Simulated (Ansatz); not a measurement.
# CH₄N₂S: basis-set convergence

How large a basis does CH₄N₂S need? Two functionals are run in growing sets.

Computed with Ansatz 0.2.0, Gaussian basis. Level: one geometry, several basis sets.

Levels to be run: PBE0-D4/def2-SVP; ωB97M-V/def2-SVP; PBE0-D4/def2-QZVPP; ωB97M-V/def2-QZVPP; the functionals' def2-TZVPP values are taken from earlier runs.

### Step 1. The relaxed structure

All runs share one geometry, relaxed beforehand with PBE0-D4 in a triple-zeta def2 set.

8 atoms, charge 0, spin multiplicity 1.

Atoms are counted from 1 here; the program's logs count them from 0.

Bond lengths: N1–C2 1.355 Å, N1–H5 1.005 Å, N1–H6 1.007 Å, C2–N3 1.355 Å, C2–S4 1.656 Å, N3–H7 1.005 Å, N3–H8 1.007 Å. Angles: C2–N1–H5 115.6°, C2–N1–H6 120.3°, H5–N1–H6 117.1°, N1–C2–N3 114.9°, N1–C2–S4 122.5°, N3–C2–S4 122.5°, C2–N3–H7 115.6°, C2–N3–H8 120.3°, H7–N3–H8 117.1°.

### Step 2. PBE0-D4 in def2-SVP

in.yaml reads:

```yaml
crystal:
  periodic: [false, false, false]
  atoms:
    - {symbol: N, position_ang: [0.151892, 1.117232, -0.322204]}
    - {symbol: C, position_ang: [-0.199683, -0.190698, -0.356809]}
    - {symbol: N, position_ang: [0.135912, -0.901426, 0.746691]}
    - {symbol: S, position_ang: [-0.980529, -0.869312, -1.650071]}
    - {symbol: H, position_ang: [-0.208621, 1.683625, -1.069420]}
    - {symbol: H, position_ang: [0.322062, 1.573533, 0.558799]}
    - {symbol: H, position_ang: [0.004709, -1.895102, 0.679641]}
    - {symbol: H, position_ang: [0.866458, -0.574953, 1.357471]}
basis:
  gaussian: {orbitals: def2-SVP}
hamiltonian: {xc: pbe0, dispersion: d4}
output: {orbitals: {seedname: orbitals}}
```

Command:

```bash
ansatz run in.yaml --threads 2 --pin off --events-out ev --progress --plain --max-ram 4352MiB
```

The runs that follow: ωB97M-V in def2-SVP; PBE0-D4 in def2-QZVPP; ωB97M-V in def2-QZVPP.

**Question.** What will the summary of the whole plan be? Wanted: PBE0-D4: double and triple zeta above quadruple; ωB97M-V: double and triple zeta above quadruple.

As calculated:

| quantity | value |
| --- | --- |
| PBE0-D4: double and triple zeta above quadruple | 9.03, 0.57 eV |
| ωB97M-V: double and triple zeta above quadruple | 9.16, 0.54 eV |

For PBE0-D4 the step from double to triple zeta gains 8.46 eV and the next only 0.57 eV. Total energies overstate the basis error of differences, where much of it tends to cancel. The LUMO of ωB97M-V is positive and keeps falling with the basis (2.58 to 1.23 eV): an unbound level that the basis holds in place.
